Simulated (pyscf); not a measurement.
Thermochemistry of product channels of H₃C–SiH: (SMILES C[SiH]) [singlet] + HCl (SMILES Cl) on the singlet surface, in eV, from ωB97M-D3(BJ)/def2-TZVP energies (ideal gas, 1 atm, RRHO with modes under 100 cm⁻¹ raised to 100, one conformer, R ln 2 for rigid chiral ones). Structures and frequencies: ωB97X-D3(BJ)/def2-SVP in PySCF.

| products | ΔE | ΔH(298 K) | ΔG(600 K) | ΔG(1200 K) |
|---|---|---|---|---|
| CH₄ (SMILES C) + :HSi–Cl (SMILES [SiH]Cl) [singlet] | -1.48 | -1.39 | -1.32 | -1.19 |
| H₂C=SiH–Cl (SMILES C=[SiH]Cl) + H₂ (SMILES [H][H]) | -0.73 | -0.84 | -0.65 | -0.53 |
| H₃C–Si:–Cl (SMILES C[Si]Cl) [singlet] + H₂ (SMILES [H][H]) | -1.33 | -1.36 | -1.24 | -1.16 |

These are energies of the channels, which say nothing of barriers.
